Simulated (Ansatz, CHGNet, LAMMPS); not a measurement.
Rock-salt MgO: properties by level of theory

Reference values: lattice constant a 4.189 Å (measured, static lattice: zero-point anharmonic expansion removed; as tabulated in Mejia-Rodriguez and Trickey (2018), arXiv:1807.09216); zone-centre TO phonon frequency 396 cm⁻¹ (measured, temperature not stated, not corrected to a static lattice; as tabulated in He et al. (2014), arXiv:1309.4805); elastic constant C11 306 GPa (measured, temperature not stated, no zero-point or thermal correction, sources range from 298 to 306; as tabulated in Råsander and Moram (2015), arXiv:1505.02379); elastic constant C44 157 GPa (measured, temperature not stated, no zero-point or thermal correction; as tabulated in Råsander and Moram (2015), arXiv:1505.02379).

```tsv
level (code)	lattice parameter a (Å)	zone-centre TO phonon frequency (cm⁻¹)	elastic constant C11 (GPa)	elastic constant C44 (GPa)
ionic model bush1994 (shell model, LAMMPS)	4.206	323	335	203
ionic model catlow1992 (shell model, LAMMPS)	4.242	344	311	161
ionic model lewis1985c (shell model, LAMMPS)	4.198	409	393	164
ionic model pedone2006 (rigid ions, LAMMPS)	4.240	368	295	105
CHGNet 0.3.0 (CHGNet)	4.257	311	213	86.9
PBE (Ansatz)	4.254	365	267	141
```

Differences from the reference values (errors of the level alone only where the reference is corrected to a static lattice):

| level | lattice constant a (%) | zone-centre TO phonon frequency (%) | elastic constant C11 (%) | elastic constant C44 (%) |
|---|---|---|---|---|
| ionic model bush1994 | +0.41 | -18.4 | +9.5 | +29 |
| ionic model catlow1992 | +1.27 | -13.1 | +1.6 | +2.5 |
| ionic model lewis1985c | +0.21 | +3.3 | +28 | +4.5 |
| ionic model pedone2006 | +1.22 | -7.1 | -3.6 | -33 |
| CHGNet 0.3.0 | +1.62 | -21 | -30 | -45 |
| PBE | +1.55 | -7.8 | -12.7 | -10.2 |

Nearest: lattice constant a, not told apart by this reference; zone-centre TO phonon frequency, PBE; elastic constant C11, not ranked (reference at room or unstated temperature); elastic constant C44, not ranked (reference at room or unstated temperature). Empirical potentials aren't ranked on values they can be fitted to.

Empirical potentials (ionic model bush1994, ionic model catlow1992, ionic model lewis1985c, ionic model pedone2006) are fitted to chosen data, which need not cover the solid at hand: agreement can be built in, and what lay outside the fit can be far off. Machine-learned potentials (CHGNet 0.3.0) are trained on DFT data, which may include these solids.

Ansatz's density-functional and Hartree–Fock values are scalar-relativistic unless marked +SOC, with PAW data made under PBE.

Differences are worked out from the printed values.

Ansatz is a quantum-chemistry and plane-wave program.
